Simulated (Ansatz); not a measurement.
# H3LiSSi (SMILES [Li][S][SiH3]): one structure at several levels

An exercise on one series of results from a longer session: the logs are not shown, and one member is left open.

Method: single points in def2-TZVPP; program: Ansatz 0.2.0, Gaussian basis.

Correlated methods freeze the cores. The outer core shell of Li, Na, Mg and K is correlated.

**The starting structure**

SMILES `[Li][S][SiH3]`, 6 atoms, charge 0, spin multiplicity 1.

Atoms are counted from 1 here; the program's logs count them from 0.

Bond lengths: Li1–S2 2.102 Å, S2–Si3 2.092 Å, Si3–H4 1.470 Å, Si3–H5 1.514 Å, Si3–H6 1.539 Å. Angles: Li1–S2–Si3 128.8°, S2–Si3–H4 112.7°, S2–Si3–H5 108.6°, S2–Si3–H6 107.5°, H4–Si3–H5 108.1°, H4–Si3–H6 103.7°, H5–Si3–H6 116.3°.

As a file:

```xyz
6

Li   -1.37560   -2.50179    1.05727
S    -1.24277   -0.70300   -0.02209
Si    0.39149    0.58733   -0.22578
H     1.57310   -0.07975   -0.79119
H     0.00047    1.71935   -1.15260
H     0.84332    0.98899    1.18988
```

The first run:

File run/in.yaml:

```yaml
crystal:
  periodic: [false, false, false]
  atoms:
    - {symbol: Li, position_ang: [-1.375603, -2.501794, 1.057275]}
    - {symbol: S, position_ang: [-1.242768, -0.703003, -0.022088]}
    - {symbol: Si, position_ang: [0.391495, 0.587330, -0.225783]}
    - {symbol: H, position_ang: [1.573099, -0.079752, -0.791194]}
    - {symbol: H, position_ang: [0.000473, 1.719350, -1.152601]}
    - {symbol: H, position_ang: [0.843321, 0.988992, 1.189880]}
basis:
  gaussian: {orbitals: def2-TZVPP}
hamiltonian: {xc: pbe, dispersion: d4}
output: {forces: true}
```

Command:

```console
> ansatz run in.yaml --threads 2 --pin off --events-out ev --progress --plain --max-ram 3481MiB
```

Among the steps run: PBE-D4/def2-TZVPP; r2SCAN-D4/def2-TZVPP; PBE0-D4/def2-TZVPP; wB97M-V/def2-TZVPP; CCSD(T)/def2-TZVPP.

One table of the session follows, with a row left open; its other results are not shown here.

| method | RMS force component (eV/Å) | angle to CCSD(T) forces (°) | dipole (D) |
| --- | --- | --- | --- |
| PBE-D4 | 0.326 | 19.8 | 6.97 |
| r2SCAN-D4 | 0.346 | 8.9 | 7.19 |
| PBE0-D4 | ? | ? | ? |
| wB97M-V | 0.362 | 6.3 | 7.10 |
| CCSD(T) | 0.360 | reference | 7.25 |

Estimate the missing values for PBE0-D4.

**Answer.** RMS force component (eV/Å): 0.341; angle to CCSD(T) forces (°): 10.9; dipole (D): 7.10. In the column «RMS force component (eV/Å)» it lies between PBE-D4 (0.326) and r2SCAN-D4 (0.346).
